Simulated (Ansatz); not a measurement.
# CH3Si (doublet): the correlation ladder, cc-pVDZ

Aim: climb from Hartree-Fock through coupled cluster and multireference methods for CH3Si (doublet) at one geometry and basis, and see what each rung misses.

Method: cc-pVDZ, correlated electrons: outside noble gas; program: Ansatz 0.2.0, Gaussian basis.

Plan: UHF; CCSD(T) on ROHF; CCSD(T) on UHF; BCCD(T) on ROHF; CISD; CCSDT(Q) on ROHF; CCSDT(Q) on UHF; CASSCF and MRCISD+Q, 11 electrons in 11 orbitals; CASSCF and NEVPT2, 11 electrons in 11 orbitals.

**1. The geometry**

The geometry is a PBE0/def2-TZVP stationary point (not a proven minimum).

5 atoms, charge 0, spin multiplicity 2.

Atoms are counted from 1 here; the program's logs count them from 0.

Bond lengths: Si1–C2 1.668 Å, Si1–H3 1.479 Å, Si1–H4 1.479 Å, C2–H5 1.073 Å. Angles: C2–Si1–H3 122.5°, C2–Si1–H4 122.5°, H3–Si1–H4 115.0°, Si1–C2–H5 180.0°.

In the tables R marks a restricted open-shell determinant and U an unrestricted one; 'valence' is the active space of 11 electrons in 11 orbitals; correlation energies count from the lowest restricted Hartree-Fock solution.

**2. UHF**

Contents of in.yaml:

```yaml
crystal:
  periodic: [false, false, false]
  atoms:
    - {symbol: Si, position_ang: [0.000000, 0.000000, 0.491574]}
    - {symbol: C, position_ang: [0.000000, 0.000000, -1.176602]}
    - {symbol: H, position_ang: [0.000000, 1.247023, 1.286284]}
    - {symbol: H, position_ang: [0.000000, -1.247023, 1.286284]}
    - {symbol: H, position_ang: [0.000000, 0.000000, -2.249409]}
basis:
  gaussian: {orbitals: cc-pVDZ}
magnetization: {spin_polarized: true, initial_magnetization: 1}
hamiltonian: {xc: hf}
output: {orbitals: {seedname: orbitals}}
```

Command:

```sh
$ ansatz run in.yaml --threads 1 --pin off --events-out ev --progress --plain --max-ram 2393MiB
```

The runs that follow: CCSD(T) on ROHF; CCSD(T) on UHF; BCCD(T) on ROHF; CISD; CCSDT(Q) on ROHF; CCSDT(Q) on UHF; CASSCF and MRCISD+Q, 11 electrons in 11 orbitals; CASSCF and NEVPT2, 11 electrons in 11 orbitals.

Before running them: what should the planned runs give, taken together? Wanted: correlation energy, RCCSDT(Q); RMP2 from RCCSDT(Q); UMP2 from RCCSDT(Q); RCCSD from RCCSDT(Q); RCCSD(T) from RCCSDT(Q); UCCSD(T) from RCCSDT(Q); UCCSDT(Q) from RCCSDT(Q); NEVPT2 valence from RCCSDT(Q); MRCISD+Q valence from RCCSDT(Q).

**Answer**, as computed:

| quantity | value |
| --- | --- |
| correlation energy, RCCSDT(Q) | -7.0730 eV |
| RMP2 from RCCSDT(Q) | +1291.7 meV |
| UMP2 from RCCSDT(Q) | +1569.4 meV |
| RCCSD from RCCSDT(Q) | +295.8 meV |
| RCCSD(T) from RCCSDT(Q) | +55.3 meV |
| UCCSD(T) from RCCSDT(Q) | +78.4 meV |
| UCCSDT(Q) from RCCSDT(Q) | -1.6 meV |
| NEVPT2 valence from RCCSDT(Q) | +999.6 meV |
| MRCISD+Q valence from RCCSDT(Q) | +26.0 meV |
| levels of the table within 1 kcal/mol (43 meV) | RCCSDT, UCCSDT, UCCSDT(Q), MRCISD+Q valence |
| T1 diagnostic | 0.027 |
| effectively unpaired electrons | 1.09 |

In words: RCCSD(T) lands +55.3 meV from the yardstick (0.8 % of the correlation energy). CCSD(T) misses by +55.3 meV on the restricted determinant and by +78.4 meV on the unrestricted one; the two need not hold the same state or core. One determinant dominates. Of the multireference levels listed MRCISD+Q valence comes nearest in total energy (+26.0 meV), which doesn't show that its space is the better one. These misses are within one basis, not against nature; the frozen cores of restricted and unrestricted runs differ, which can shift their rows.
